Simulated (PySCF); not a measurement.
DMSO cation (C2H6OS), SMILES S(=O)(C)C (connectivity only; charge and spin as stated), charge +1, multiplicity 2. Atoms are numbered in the order given.

```xyz
10

C     -0.1618    -0.7654    -1.4722
S      0.3459     0.1543     0.0000
C     -0.1618    -0.7654     1.4722
O     -0.2653     1.5326     0.0000
H      0.1209    -0.1386    -2.3306
H      0.3944    -1.7145    -1.4736
H     -1.2503    -0.9192    -1.4221
H     -1.2503    -0.9192     1.4221
H      0.1209    -0.1386     2.3306
H      0.3944    -1.7145     1.4736
```
Charge +1, spin multiplicity 2.

Coordinates come from a B3LYP-D3(BJ)/def2-SVP optimisation. The spin state was assumed, not searched.

Method: PBE/pcH-1 (PySCF).

Unrestricted Kohn–Sham, ⟨S²⟩ = 0.752. Hyperfine tensors hold the contact and dipolar terms, without spin-orbit corrections.

Computed hyperfine couplings:
```json
[
 {"nucleus": "13C no. 1", "A(iso) (MHz)": "18.2", "A(iso) (G)": "6.5", "dipolar principal values (MHz)": "-7.3, -6.9, 14.2"},
 {"nucleus": "33S no. 2", "A(iso) (MHz)": "108.6", "A(iso) (G)": "38.8", "dipolar principal values (MHz)": "-32.8, -31.9, 64.7"},
 {"nucleus": "13C no. 3", "A(iso) (MHz)": "18.2", "A(iso) (G)": "6.5", "dipolar principal values (MHz)": "-7.3, -6.9, 14.2"},
 {"nucleus": "17O no. 4", "A(iso) (MHz)": "-12.6", "A(iso) (G)": "-4.5", "dipolar principal values (MHz)": "-174.0, 86.2, 87.7"},
 {"nucleus": "1H no. 5", "A(iso) (MHz)": "-1.8", "A(iso) (G)": "-0.7", "dipolar principal values (MHz)": "-4.4, -2.8, 7.2"},
 {"nucleus": "1H no. 6", "A(iso) (MHz)": "-6.1", "A(iso) (G)": "-2.2", "dipolar principal values (MHz)": "-4.9, -1.8, 6.8"},
 {"nucleus": "1H no. 7", "A(iso) (MHz)": "49.9", "A(iso) (G)": "17.8", "dipolar principal values (MHz)": "-4.8, 1.1, 3.8"},
 {"nucleus": "1H no. 8", "A(iso) (MHz)": "49.9", "A(iso) (G)": "17.8", "dipolar principal values (MHz)": "-4.8, 1.1, 3.8"},
 {"nucleus": "1H no. 9", "A(iso) (MHz)": "-1.8", "A(iso) (G)": "-0.7", "dipolar principal values (MHz)": "-4.4, -2.8, 7.2"},
 {"nucleus": "1H no. 10", "A(iso) (MHz)": "-6.1", "A(iso) (G)": "-2.2", "dipolar principal values (MHz)": "-4.9, -1.8, 6.8"}
]
```

### Question
And the g tensor (effective nuclear charges for spin-orbit coupling, GIAO)? (An estimate is asked for; the answer gives what the named calculation found.)

### Answer
principal values 2.0019, 2.0120, 2.0165; isotropic 2.0101.
